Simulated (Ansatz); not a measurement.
# C2Al: the cost of one run

Method: the levels named in each step, in Ansatz 0.2.0.

### 1 Starting point

Bond lengths: C1–C2 1.258 Å, C1–Al3 2.020 Å, C2–Al3 2.020 Å. Angles: C1–C2–Al3 71.9°, C2–C1–Al3 71.9°, C1–Al3–C2 36.3°.

Structure file:

```xyz
3

C     0.0254    1.1872    0.1299
C    -0.9278    0.6048   -0.4478
Al    0.4016   -0.7978    0.1415
```

### 2 A rough first relaxation, PBE-D4/def2-SVP

Contents of input.yaml:

```yaml
crystal:
  periodic: [false, false, false]
  atoms:
    - { symbol: C, position_ang: [0.02544, 1.18724, 0.12989] }
    - { symbol: C, position_ang: [-0.92776, 0.60484, -0.44777] }
    - { symbol: Al, position_ang: [0.40162, -0.79776, 0.14148] }
magnetization:
  spin_polarized: true
  initial_magnetization: 1
basis:
  gaussian: { orbitals: def2-SVP }
hamiltonian:
  xc: pbe
  dispersion: d4
relax:
  f_tol: 0.03
  max_steps: 200
```

Launch:

```
ansatz run input.yaml --threads 2 --pin off --max-ram 5120MiB --backend cpu --events-out ev --progress --plain --runs-dir out
```

What time and memory should one allow on 2 threads of Arm Neoverse V2, shared host?

About 3.5 s, with a peak of 0.098 GiB.
